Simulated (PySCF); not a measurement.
# Nuclear quadrupole coupling in propiolic acid

Propiolic acid, C3H2O2.
Cartesian coordinates in Å at the PBE0-D3(BJ)/def2-SVP level; atoms count from 1:
```xyz
7
C3H2O2 angstrom
C      1.899    0.325   -0.117
C      0.736    0.033    0.042
C     -0.638   -0.395    0.245
O     -0.962   -1.529    0.471
O     -1.496    0.624    0.151
H      2.932    0.589   -0.258
H     -2.380    0.251    0.297
```

Field gradients from the PBE0/pcSseg-1 density (PySCF, non-relativistic), principal values in atomic units, ordered |Vxx| ≤ |Vyy| ≤ |Vzz|:

```csv
atom,Vxx,Vyy,Vzz
O4,0.6810,0.9285,-1.6095
O5,-0.3593,-1.2184,1.5776
```

**Question.** Find the asymmetry η = (Vxx − Vyy)/Vzz and the couplings χ = eQV/h (234.96 MHz × Q in barn × V in au), with Q(17O) = −0.0256 b.

**Answer.** 
| atom | environment | nucleus | η | χzz (MHz) | χxx (MHz) | χyy (MHz) |
| --- | --- | --- | --- | --- | --- | --- |
| O4 | acid carbonyl oxygen | 17O | 0.15 | 9.68 | -4.10 | -5.59 |
| O5 | acid hydroxyl oxygen | 17O | 0.54 | -9.49 | 2.16 | 7.33 |

**Question.** What is Vzz at O5 in SI units (1 au = 9.71736 × 10²¹ V/m²)?

**Answer.** 1.5776 au = 15.331 × 10²¹ V/m².

**Question.** What couplings would deuterons (Q(2H) = 0.00286 b) have in place of the hydrogens, at this geometry?

**Answer.** 
```tsv
atom	bonded to	bond length (Å)	Vzz (au)	η	χzz (kHz)
H6	C1	1.076	0.3364	0.02	226
H7	O5	0.970	0.4301	0.11	289
```

The structure is a single PBE0-D3(BJ)/def2-SVP conformer in the gas phase; no vibrational or solvent corrections. These gradients aren't converged with respect to the basis.
